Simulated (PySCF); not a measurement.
## LiB: energy against distance

Set-up: basis Li def2-TZVPP, B def2-TZVPP; no relativity; PySCF 2.14. Energies in eV from Li + B in their ground configurations at the same level. State: ³Π (triplet), unpaired electrons σ ↑, π ↑.

```csv
R (Å),B97-3,TPSS
1.836,-1.023,-1.052
1.921,-1.185,-1.223
2.007,-1.276,-1.321
2.071,-1.308,-1.359
2.135,-1.315,-1.373
2.199,-1.303,-1.367
2.284,-1.263,-1.337
2.391,-1.188,-1.274
2.519,-1.074,-1.175
2.690,-0.908,-1.029
```

Question: Put a parabola through the three lowest points of the B97-3 curve and estimate Re, k and ωe (reduced mass 4.285 u; 1 eV/Å² = 0.16022 mdyn/Å; ωe = 1302.8·√(k/μ) cm⁻¹).

Answer: Through R = 2.071, 2.135, 2.199 Å the second-order coefficient is 2.32 eV/Å², so Re ≈ 2.127 Å, k ≈ 0.743 mdyn/Å and ωe ≈ 543 cm⁻¹. A polynomial fit of higher order to the unrounded B97-3 energies gives Re = 2.124 Å, k = 0.787 mdyn/Å, ωe = 558 cm⁻¹; anharmonicity and rounding make the difference.

The higher-order fit for each curve: B97-3: Re = 2.124 Å, ωe = 558 cm⁻¹, De = 1.32 eV; TPSS: Re = 2.146 Å, ωe = 533 cm⁻¹, De = 1.37 eV.

The state is the lowest determinant that a PBE0 search found; another state may lie lower at other levels.
